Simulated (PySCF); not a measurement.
Input of a run (PBE0-D3(BJ)/def2-SVP geometry optimisation, gas phase (PySCF 2.14.0)), started from GFN2-xTB:
```
{"job": {"xc": "PBE0", "basis": "def2-SVP", "d3": "d3bj", "grid": 1, "shake": 0.01, "kind": "geom"}, "charge": 0, "multiplicity": 1}
F      1.371080    -0.185750     0.033400
P     -0.185020    -0.012140     0.573620
H     -0.718920    -0.915160    -0.374680
H     -0.429140     1.087670    -0.265350
```

Output (energies in Eh, forces in Eh/bohr):
```
step   0  E = -441.97601703  max force = 0.025926
step   1  E = -441.97334388  max force = 0.022370
step   2  E = -441.97713655  max force = 0.010738
step   3  E = -441.97821194  max force = 0.002167
step   4  E = -441.97826351  max force = 0.000652
step   5  E = -441.97826866  max force = 0.000088
optimisation converged
```

Task: Summarise the run.

Result: The energy falls by 0.061 eV over 6 energy and gradient evaluations, the largest force component goes from 0.0259 to 8.8e-05 Eh/bohr, and the atoms move by 0.047 Å rms after alignment. Among the bonds, F1–P2 and P2–H4 change most and about equally (-0.031 to +0.031 Å). Bonds longer at the end by more than 0.005 Å: 2 of 3; shorter: 1. Among the angles that change most is F1–P2–H4, from 92.9° to 98.1°. The energy rose by more than 1e-6 Eh at step 1.

Task: What are the final bond lengths?

Result: F1–P2 1.625 Å, P2–H3 1.436 Å, P2–H4 1.435 Å. Numbering counts from 1 in the input's order; the species is fluorophosphane, `PF`.

The run used 42 basis functions and 37 SCF cycles in all. On an Intel Xeon 6975P-C with one thread (shared host), this took 1.9 s wall and 0.26 GiB of memory at its peak.

PBE0-D3(BJ)/def2-SVP frequencies: not computed here.
